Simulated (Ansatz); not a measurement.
bcc Ta, treated with r²SCANh in Ansatz (PAW).

Numerical settings: plane-wave cutoff 520 eV, 14×14×14 k mesh, Fermi–Dirac smearing 0.05 eV, scalar-relativistic PAW data made under PBE.

Cell (relaxed at this level):

```cif
data_Ta2
_chemical_formula_sum 'Ta2'
_space_group_name_H-M_alt 'Im-3m'
_space_group_IT_number 229
_space_group_name_Hall '-I 4 2 3'
_cell_length_a 3.29993
_cell_length_b 3.29993
_cell_length_c 3.29993
_cell_angle_alpha 90.000
_cell_angle_beta 90.000
_cell_angle_gamma 90.000
loop_
_atom_site_label
_atom_site_type_symbol
_atom_site_symmetry_multiplicity
_atom_site_Wyckoff_symbol
_atom_site_fract_x
_atom_site_fract_y
_atom_site_fract_z
_atom_site_occupancy
Ta1 Ta 2 a 0.00000 0.00000 0.00000 1
```
(The calculation used a cell of 1 atom; values per cell refer to that cell.)

Problem. Give the computed bulk modulus B0.

Solution. 
bulk modulus B0: 205 GPa

Measured, for comparison: bulk modulus 198 GPa (corrected for temperature and zero-point phonon effects, our sources range from 194 to 203; as tabulated in Levämäki et al. (2014), arXiv:1402.3671). Computed (rounded) less measured: bulk modulus +4 % (+1.0 % to +6 % over the range).

Spin–orbit coupling is not included.

Ansatz is a quantum-chemistry and plane-wave program.
